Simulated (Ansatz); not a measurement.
The first iterations of a band of AlFH2 + H4Si (9 atoms, charge 0, multiplicity 1).

These are results of RKS PBE/def2-SVP (Ansatz 0.2.0), not measurements.

```
movable images  : 5
climbing image  : yes
spring          : 5.0 eV/Å²
optimiser       : quadratic models (default)
start path      : through a guess of the saddle point
force threshold : 0.05 eV/Å
iteration limit : 60
end points      : relaxed
```

Image 0:

```xyz
9
Properties=species:S:1:pos:R:3
Al -0.079 0.196 0.133
F 0.245 1.325 1.348
H 1.171 -0.317 -0.722
H -1.610 -0.022 -0.255
Si 0.174 -2.779 1.123
H -0.341 -2.929 -0.275
H 1.628 -3.118 1.224
H -0.656 -3.559 2.098
H 0.020 -1.315 1.527
```

Image 6:

```xyz
9
Properties=species:S:1:pos:R:3
Al 0.062 -0.279 -0.183
F -0.227 0.034 1.805
H 1.451 0.460 -0.475
H -1.328 0.175 -0.833
Si 0.196 -2.637 0.618
H -0.907 -3.633 0.366
H 1.503 -3.387 0.687
H -0.039 -2.321 2.143
H -0.160 -0.929 2.071
```

| iteration | highest image above the first end (eV) | largest band force component (eV/Å) |
| --- | --- | --- |
| 1 | 2.645 | 2.157 |
| 2 | 2.117 | 1.094 |
| 3 | 1.545 | 1.055 |
| 4 | 1.527 | 1.448 |

Does the band converge within its limit, and where does its top end?

The forces met the threshold. It ended after 13 iterations with the highest image 1.514 eV above the first end. A vibrational analysis at the climbing image gives 2 clearly imaginary modes (390i, 69i cm⁻¹): a point of higher order. A lower path may pass nearby, or the ends, which weren't checked, may share the extra mode. The orbitals stay closed-shell, which can raise the energy where a bond breaks towards radicals; this wasn't checked here.

The run took 2.7 min on 1 thread of Arm Neoverse V1, with other jobs on the host, peak memory 0.14 GiB.
